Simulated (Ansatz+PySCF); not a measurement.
Values are calculated unless marked as measured or tabulated.
This PySCF input gave a total energy of -153.60471 hartree.

```python
from pyscf import gto, scf

mol = gto.M(atom="""
C 1.025300 0.000000 0.000000
C 0.000000 1.025300 0.000000
C -1.025300 0.000000 0.000000
C 0.000000 -1.025300 0.000000
H 2.115300 0.000000 0.000000
H 0.000000 2.115300 0.000000
H -2.115300 0.000000 0.000000
H 0.000000 -2.115300 0.000000
""", basis='cc-pvdz', charge=0, spin=0)
mf = scf.RHF(mol)
mf.init_guess = '1e'
mf.kernel()
while True:  # follow internal instabilities
    mo, _, stable, _ = mf.stability(return_status=True)
    if stable: break
    mf.kernel(mf.make_rdm1(mo, mf.mo_occ))
print(mf.converged, mf.e_tot, mf.spin_square()[0])
```

Problem. Write an input for Ansatz with the same method and basis set.

Solution.

```yaml
crystal:
  periodic: [false, false, false]
  atoms:
    - { symbol: C, position_ang: [1.0253, 0.0, 0.0] }
    - { symbol: C, position_ang: [0.0, 1.0253, 0.0] }
    - { symbol: C, position_ang: [-1.0253, 0.0, 0.0] }
    - { symbol: C, position_ang: [0.0, -1.0253, 0.0] }
    - { symbol: H, position_ang: [2.1153, 0.0, 0.0] }
    - { symbol: H, position_ang: [0.0, 2.1153, 0.0] }
    - { symbol: H, position_ang: [-2.1153, 0.0, 0.0] }
    - { symbol: H, position_ang: [0.0, -2.1153, 0.0] }
basis:
  gaussian: { orbitals: cc-pVDZ }
hamiltonian:
  xc: hf
```

Ansatz (development build ahead of 0.2.0) gave -153.60471 hartree, 0.03 meV from the first. Caution: an unrestricted determinant lies well below; the determinant breaks the point group.
